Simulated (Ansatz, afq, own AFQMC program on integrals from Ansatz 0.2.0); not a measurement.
AFQMC on a folder of integrals that Ansatz 0.2.0 wrote.

```yaml
crystal:
  periodic: [false, false, false]
  atoms:
    - {symbol: Si, position_ang: [0.000000, 0.000000, 0.023261]}
    - {symbol: N, position_ang: [0.000000, 0.000000, -1.533674]}
    - {symbol: H, position_ang: [0.000000, 0.000000, 1.510413]}
basis:
  gaussian: {orbitals: cc-pVDZ}
magnetization: {spin_polarized: false}
correlation: {method: ccsd_t, electrons: outside_noble_gas, hamiltonian_folder: ham}
```

```sh
$ ansatz run in.yaml --threads 1 --pin off --events-out ev --progress --plain --max-ram 1382MiB
```

Options of the walk:

```
--method free --trial cisd --walkers 100 --time-step 0.03 --max-blocks 80 --target-error 0.00038 --factor-cut 1e-05 --seed 5820 --times 0,0.21,0.42,0.81,1.2,1.8,2.4,3 --taylor-order 8
```

Times are imaginary, in 1/Eh. The walk had a cap of 512 s.

Output of the walk:

```
orbitals 31  electrons 5 5  factors 228 of 363
reference energy -343.79915214 Eh
CCSD correlation -0.29755291 Eh in 12 cycles, weight of the determinant in the CISD state 0.8334
repeat  energy at the last time / Eh  error
    10  -344.108070  0.002263
    20  -344.113184  0.002448
    30  -344.115587  0.002074
    40  -344.116204  0.001848
    50  -344.117112  0.001828
    60  -344.116056  0.001628
    70  -344.115539  0.001480
    80  -344.116190  0.001421
time / (1/Eh)  energy / Eh  error  mean overlap
  0.00  -344.097218  0.000850  1.2048
  0.21  -344.105557  0.000775  1.2071
  0.42  -344.109595  0.000761  1.2121
  0.81  -344.114420  0.000651  1.2068
  1.20  -344.115740  0.000832  1.2176
  1.80  -344.115897  0.000933  1.2545
  2.40  -344.115692  0.000986  1.2702
  3.00  -344.116190  0.001421  1.2939
energy -344.116190 +/- 0.001421 Eh
```

The run failed at least one of its tests; the cautions name the faults.

Against this walk (error 38.7 meV) on the same determinant: CCSD(T) 0.9 meV higher (within the noise), CCSDT(Q) 96.0 meV lower. The error is statistical, and a free projection of finite length keeps a remainder of its start. None of these is a sure reference here.

Cautions: remainder of the start not in the error; error above the target (38.7 against 10.3 meV); higher spins were not checked; restricted determinant unstable towards unrestricted (UHF 565 meV lower, ⟨S²⟩ 0.98); raised T1 diagnostic (T1 0.033, weight of the determinant 0.83, largest double 0.12); (T) is large, 7 % of the CCSD correlation.

The walk took 3.6 min on 1 thread of Arm Neoverse N1, on a shared host. The log's last line is the free-projection energy.

CCSDT and higher add their correlation energy to the determinant of the CCSD(T) run, since their own runs factorise the integrals more tightly (a shift of under 2 meV). A walk keeps the symmetry of its determinant, which the program's search chose and which needn't be the lowest solution, so a lower state of the same spin and another symmetry isn't excluded.
